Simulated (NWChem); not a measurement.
allene (C3H4); SMILES C=C=C

Computed with NWChem. Structure relaxed at the PBE0/def2-SVP level.

Diagonal of the polarisability tensor at CAM-B3LYP/def2-SVPD, static: 28.62, 28.62, 62.91 bohr³.

Find the mean polarisability volume, the molar refraction, and the refractive index that an ideal gas of it would have at 273.15 K and 1 atm.


1. Mean: one third of the trace = 40.05 bohr³ × 0.14818 Å³/bohr³ = 5.94 Å³.
2. Molar refraction (Lorentz-Lorenz): (4π/3) N_A α = 15.0 cm³/mol.
3. Number density p/kT = 2.687 × 10⁻⁵ Å⁻³; n − 1 = 2π N α = 10.02 × 10⁻⁴.
4. These hold the electronic response alone: vibrational and orientational terms add to the static dielectric constant.
